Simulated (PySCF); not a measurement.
# C2H2 (Acetylene): the cost of one run

Computed with PySCF 2.14.0 and routines of our own; the level stands in each step. Atoms count from 0.

## Step 1: The starting structure

4 atoms, charge 0, multiplicity 1; geometry from: GFN2-xTB.

## Step 2: Optimising the geometry at CAM-B3LYP/def2-TZVP

Job settings and geometry (Å):

```
{"job": {"xc": "CAM-B3LYP", "basis": "def2-TZVP", "grid": 1, "kind": "geom"}, "charge": 0, "multiplicity": 1}
C      0.539611    -0.005575     0.577130
C     -0.534464     0.007856     0.056156
H      1.484013    -0.017299     1.035275
H     -1.478926     0.019791    -0.401860
```

Launch:

```bash
OMP_NUM_THREADS=1 python excited_run.py task.json out
```

The driver reads the jobs from task.json and runs them one after another.

**Question.** How long does this first job take on 1 thread of Arm Neoverse V1, shared host, and how much memory does it need?

About 2.2 s, with a peak of 0.36 GiB.
